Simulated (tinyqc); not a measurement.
Inside a calculation. Method: RKS/LDA (PW92) in the sto-3g basis, for OH-, spin multiplicity 1. The basis has no diffuse functions, so it cannot describe the extra electron: this is an exercise in the method, not the real anion. One step of it, computed by the program tinyqc.

Problem. Iteration 2: diagonalisation and new density. Diagonalise F' = X^T F X, C = X C', fill 5 alpha and 5 beta electrons from the bottom; D = 2 C_occ C_occ^T. Each column has its largest component positive (the first on a tie).

extrapolated F (hartree):
```
,1O 1s,1O 2s,1O 2px,1O 2py,1O 2pz,2H 1s
1O 1s,-18.025413,-4.695880,0.000000,0.000000,0.003805,-0.117099
1O 2s,-4.695880,-1.623472,0.000000,0.000000,0.042885,-0.082846
1O 2px,0.000000,0.000000,0.184866,-0.026939,0.000000,0.000000
1O 2py,0.000000,0.000000,-0.026939,0.111223,0.000000,0.000000
1O 2pz,0.003805,0.042885,0.000000,0.000000,0.204126,-0.028950
2H 1s,-0.117099,-0.082846,0.000000,0.000000,-0.028950,0.591288
```

X:
```
,1O 1s,1O 2s,1O 2px,1O 2py,1O 2pz,2H 1s
1O 1s,1.021971,-0.123092,0.000000,0.000000,-0.000427,0.005083
1O 2s,-0.123092,1.024942,0.000000,0.000000,0.003218,-0.044940
1O 2px,0.000000,0.000000,1.000000,0.000000,0.000000,0.000000
1O 2py,0.000000,0.000000,0.000000,1.000000,0.000000,0.000000
1O 2pz,-0.000427,0.003218,0.000000,0.000000,1.003417,-0.047935
2H 1s,0.005083,-0.044940,0.000000,0.000000,-0.047935,1.006336
```

Give: F' = X^T F X; orbital energies; coefficients C; D after iteration 2.

Solution.

F' = X^T F X (hartree):
```
,1,2,3,4,5,6
1,-17.6704,-2.5131,0.0000,0.0000,-0.0037,0.0090
2,-2.5131,-0.7859,0.0000,0.0000,0.0479,-0.0645
3,0.0000,0.0000,0.1849,-0.0269,0.0000,0.0000
4,0.0000,0.0000,-0.0269,0.1112,0.0000,0.0000
5,-0.0037,0.0479,0.0000,0.0000,0.2100,-0.0698
6,0.0090,-0.0645,0.0000,0.0000,-0.0698,0.6069
```

orbital energies (hartree): MO1 -18.0365, MO2 -0.4268, MO3 0.1024, MO4 0.1937, MO5 0.2001, MO6 0.6239

coefficients C:
```
,MO1,MO2,MO3,MO4,MO5,MO6
1O 1s,0.9936,-0.2677,0.0000,0.0000,-0.0148,0.0237
1O 2s,0.0259,1.0250,0.0000,0.0000,0.0543,-0.1162
1O 2px,0.0000,0.0000,0.3106,0.9505,0.0000,0.0000
1O 2py,0.0000,0.0000,0.9505,-0.3106,0.0000,0.0000
1O 2pz,-0.0001,-0.0684,0.0000,0.0000,0.9774,-0.2216
2H 1s,-0.0014,0.0167,0.0000,0.0000,0.1292,1.0000
```

D after iteration 2:
```
,1O 1s,1O 2s,1O 2px,1O 2py,1O 2pz,2H 1s
1O 1s,2.1181,-0.4989,0.0000,0.0000,0.0075,-0.0156
1O 2s,-0.4989,2.1084,0.0000,0.0000,-0.0340,0.0482
1O 2px,0.0000,0.0000,2.0000,0.0000,0.0000,0.0000
1O 2py,0.0000,0.0000,0.0000,2.0000,0.0000,0.0000
1O 2pz,0.0075,-0.0340,0.0000,0.0000,1.9201,0.2503
2H 1s,-0.0156,0.0482,0.0000,0.0000,0.2503,0.0340
```
